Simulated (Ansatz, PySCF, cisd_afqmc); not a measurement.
Species: C$_{3}$H$_{4}$, charge 0, singlet. C3H4 (SMILES C1=CC1).
B3LYP-D3(BJ)/def2-TZVP minimum from Ansatz (an electronic-structure program):
```
C
H 1 1.0889
H 1 1.0889 2 113.66
C 1 1.5050 2 119.64 3 -150.54
C 4 1.2868 1 64.69 2 -105.61
H 4 1.0750 5 149.73 1 180.00
H 5 1.0750 4 149.73 6 0.00
```
Charge 0, spin multiplicity 1.

Atomisation energy term by term, kcal/mol (programs: Ansatz, cisd_afqmc). Radicals and triplets start from unrestricted determinants; spin-orbit coupling is neglected. Cores are frozen in correlated methods. Rows without X2C or -DK are non-relativistic. AFQMC is phaseless with a CISD trial state; ± is one standard error, without the phaseless bias. Outlying blocks are dropped, and bars are widened where a walk drifts. Over all cases where full CI ran beside it in this data, AFQMC minus full CI had a median of +0.1 mEh and passed +0.4 mEh in a tenth of the cases. CBS(X,Y): correlation extrapolated as X^-3, Hartree-Fock from the larger set (Q,5: extrapolated as (X+1)exp(-9√X)). A bracket is a step between two methods taken in the basis named. '+ core + X2C': CCSD(T) terms for core correlation (cc-pwCVTZ) and scalar relativity (cc-pVTZ-DK). Where a partner has so few electrons that a lower coupled-cluster level is exact, that level stands in.

```csv
term,basis,kcal/mol
Hartree-Fock,"CBS(cc-pVQZ,cc-pV5Z)",498.12
CCSD correlation,"CBS(cc-pVQZ,cc-pV5Z)",168.05
(T),"CBS(cc-pVQZ,cc-pV5Z)",12.34
CCSDT(Q) - CCSD(T),cc-pVDZ,0.45
core correlation,cc-pwCVTZ,3.48
scalar relativity,"X2C, cc-pVTZ-DK",-0.53
minus zero-point energy,Hessian by PySCF at B3LYP-D3(BJ)/def2-TZVP,-35.06
sum: D0,,646.8
```

The step beyond CCSD(T) by other levels: AFQMC/CISD in cc-pVTZ -0.42 ± 0.30 kcal/mol.
